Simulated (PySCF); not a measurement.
Gas-phase reaction: AlHCl₂ ⇌ AlH + 2 Cl

Method: PySCF energies (xtb for GFN2) plus ideal-gas RRHO corrections (1 bar). † marks an energy on the PBE0/def2-TZVP geometry and frequencies; other levels use their own. MP2 and CCSD(T) freeze the core. 6-31G* has spherical d functions here. Open shells (unrestricted): Cl (multiplicity 2, electronic degeneracy 6); the rest are closed-shell singlets. GFN2 has no spin-polarisation term. Spin-orbit splitting is ignored; it lowers the true energy and changes the entropy of Cl. B3LYP is the form with VWN-RPA correlation. AlHCl₂: computed as isolated molecules; such fragments, hydroxides, amides, oligomers or adducts are transient or little studied in the gas. MP2 isn't extrapolated to the basis-set limit; its ΔH°(298 K) is 837.8 kJ in def2-SVP and 881.5 kJ in def2-TZVPP. CCSD(T) isn't extrapolated to the basis-set limit; its ΔH°(298 K) is 791.5 kJ in def2-SVP and 826.9 kJ in def2-TZVPP. The harmonic model lacks anharmonicity and excited electronic states, which grow with temperature; levels with a mode under 35 cm⁻¹ are left out.

```csv
level,"ΔE electronic, kJ","ΔH°(298 K), kJ","ΔS°(298 K), J/K","ΔG°(2000 K), kJ"
B3LYP/6-31G*,806,797,235,321
B3LYP/def2-TZVP†,825,817,236,341
CCSD(T)/def2-TZVPP†,836,827,236,351
GFN2-xTB,977,968,234,495
HF/6-31G*,683,673,237,194
MP2/def2-TZVPP†,890,881,236,406
PBE0/def2-QZVP†,862,853,236,377
PBE0/def2-SVP†,861,852,236,376
LDA/def2-TZVP†,961,952,236,476
ωB97M-V/def2-TZVP†,865,856,236,380
```
ΔH° is lowest at HF/6-31G* and highest at GFN2-xTB. No reference value is set beside these.
